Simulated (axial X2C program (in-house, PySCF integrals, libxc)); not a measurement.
Correcting the dissociation energy of Cl₂⁺ for spin–orbit coupling

A spin-free CCSD(T) curve (one-electron X2C) was computed with an axial X2C code built on PySCF integrals, basis Cl dyall-av3z [9s8p3d2f] (cores contracted in-house), for the state M_S = 1/2, Λ = 1 (beyond evenly filled blocks: π+α, π+β, π-α). It gives D0 = 3.614 eV to Cl+ + Cl, which in a spin-free picture are the weighted means of the ground terms.

Correlated methods: 13 electrons correlated (number of frozen shells: Cl 2 s, 1 p), 195 virtual spin orbitals or spinors in MP2, 90 natural virtuals in coupled cluster.

Measured levels of the ground terms (NIST Handbook of Basic Atomic Spectroscopic Data), in cm⁻¹: Cl+ 3P: J = 2 at 0, J = 1 at 696, J = 0 at 996.5; Cl 2P: J = 3/2 at 0, J = 1/2 at 882.4.

The two components of the molecular doublet are 724 cm⁻¹ apart in the PBE0 2c search (Ω = 3/2 lower), so the lower one lies 362 cm⁻¹ under their mean.

Q: How far does each ground level lie under the (2J+1)-weighted mean of its term?

A: Cl+: (5 × 0 + 3 × 696 + 1 × 996.5)/9 = 343 cm⁻¹; Cl: (4 × 0 + 2 × 882.4)/6 = 294 cm⁻¹.

Q: Correct D0.

A: D0 = 3.614 + (362 − 637)/8065.5 = 3.580 eV at CCSD(T) with these spin–orbit terms. The direct two-component run gives 3.585 eV; the difference holds second-order terms in the molecule, scalar two-electron terms, the gap between measured and computed atomic splittings (a 2c atom can miss part of its lowering) and, in coupled cluster, the truncation of each run.

Second-order spin–orbit effects in the molecule, which grow quickly with Z, are left out. The state is one determinant whose occupation by symmetry is held fixed; it was picked as the lowest of a PBE0 search that is not exhaustive. De is counted from the lowest determinant-based energies of the atoms at the same level, without counterpoise correction. Coupled cluster ran in a truncated set of natural virtual spinors; the MP2 energy of the rest was added. (T) has no such correction and the atoms are truncated less, which lowers De at CCSD(T) by a hundredth of an eV or more.
